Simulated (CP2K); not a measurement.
**C2H2FO+ (SMILES [O+]#CCF) at AM1 (irac yes)**

We compute a single-point energy of C2H2FO+. 

Program for the calculation: CP2K 2026.2.

3 further runs of the same task are left out: 3 set aside as unsound or not needed.

**1. The molecule**

C2H2FO+ has 6 atoms, charge +1, and is taken as a singlet. As SMILES, `[O+]#CCF`. The coordinates come from a GFN2-xTB relaxation.

Bond lengths: O1–C2 1.108 Å, C2–C3 1.418 Å, C3–F4 1.351 Å, C3–H5 1.115 Å, C3–H6 1.114 Å. Angles: O1–C2–C3 178.4°, C2–C3–F4 110.5°, C2–C3–H5 110.4°, C2–C3–H6 110.6°, F4–C3–H5 108.6°, F4–C3–H6 108.6°, H5–C3–H6 108.1°.

**2. A single-point energy at AM1 (irac yes)**

File mol.inp:

```
&GLOBAL
  PROJECT_NAME mol
  RUN_TYPE ENERGY
  PRINT_LEVEL MEDIUM
&END GLOBAL

&FORCE_EVAL
  METHOD QS
  &DFT
    CHARGE 1
    MULTIPLICITY 1
    ! Quickstep
    &QS
      METHOD AM1
      EPS_DEFAULT 1.0E-10
      &SE
        &COULOMB
          CUTOFF [angstrom] 50
          RC_RANGE [angstrom] 0
        &END COULOMB
        &EXCHANGE
          CUTOFF [angstrom] 50
          RC_RANGE [angstrom] 0
        &END EXCHANGE
      &END SE
    &END QS
    &POISSON
      PERIODIC NONE
      POISSON_SOLVER ANALYTIC
    &END POISSON
    ! SCF settings
    &SCF
      SCF_GUESS ATOMIC
      EPS_SCF 1.0E-08
      MAX_SCF 30
      &OT ON
        MINIMIZER DIIS
        PRECONDITIONER FULL_SINGLE_INVERSE
        ALGORITHM IRAC
      &END OT
      &OUTER_SCF
        EPS_SCF 1.0E-08
        MAX_SCF 8
      &END OUTER_SCF
    &END SCF
    &PRINT
      &MOMENTS
        PERIODIC F
        REFERENCE COM
        MAX_MOMENT 1
      &END MOMENTS
      &MO_CUBES
        NLUMO 3
        NHOMO -1
        WRITE_CUBE F
      &END MO_CUBES
      &HIRSHFELD OFF
      &END HIRSHFELD
    &END PRINT
  &END DFT
  &SUBSYS
    ! box in angstrom
    &CELL
      ABC [angstrom] 14.5 14.8 13.8
      PERIODIC NONE
    &END CELL
    &COORD
      O     -1.265800    -1.593990     0.417170
      C     -0.611290    -0.722430     0.216160
      C      0.249990     0.369390    -0.063400
      F      1.209080     0.002270    -0.941840
      H      0.742170     0.725860     0.870880
      H     -0.324150     1.218910    -0.498970
    &END COORD
    &TOPOLOGY
      &CENTER_COORDINATES
      &END CENTER_COORDINATES
    &END TOPOLOGY
  &END SUBSYS
&END FORCE_EVAL
```

Started as:

```console
$ OMP_NUM_THREADS=1 cp2k.psmp -i mol.inp > mol.out 2>&1
```

**Question.** What will come out? Wanted: total energy; heat of formation.

Computed results:

At AM1 (irac yes):

| quantity | value |
| --- | --- |
| total energy | -39.67006 Eh |
| heat of formation | 140.2 kcal/mol |
